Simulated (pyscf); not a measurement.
Thermochemistry of product channels of F–B(F)–F + H• on the doublet surface, in kcal/mol, from CCSD(T)/def2-TZVPP + ΔMP2(QZVPP) energies (ideal gas, 1 atm, RRHO with modes under 100 cm⁻¹ raised to 100, one conformer, R ln 2 for rigid chiral ones). Structures and frequencies: ωB97X-D3(BJ)/def2-SVP in PySCF. Correlated levels are frozen-core, on RHF or UHF. ΔMP2 is the change of the MP2 total energy from the triple- to the quadruple-zeta basis.

```
products                    ΔE  ΔH(298 K)  ΔG(600 K)  ΔG(1200 K)
-----------------------  -----  ---------  ---------  ----------
HF + [F–B–F]•            +32.0      +34.8      +27.6       +21.6
F• + F–BH–F              +58.5      +61.7      +58.1         [?]
F–F + [HB–F]•              [?]     +198.6     +190.0      +182.8
HF + B–F [singlet] + F•    [?]     +145.0     +122.5      +100.5
```

Problem. Some entries are withheld; supply them.

Solution. 
- F• + F–BH–F, ΔG(1200 K): +55.5
- F–F + [HB–F]•, ΔE: +197.7
- HF + B–F [singlet] + F•, ΔE: +143.6

These are energies of the channels, which say nothing of barriers. The CCSD(T) − MP2 part came from Ansatz, without density fitting, on the same reference. Left out: orbital degeneracy and the spin-orbit lowering of F.
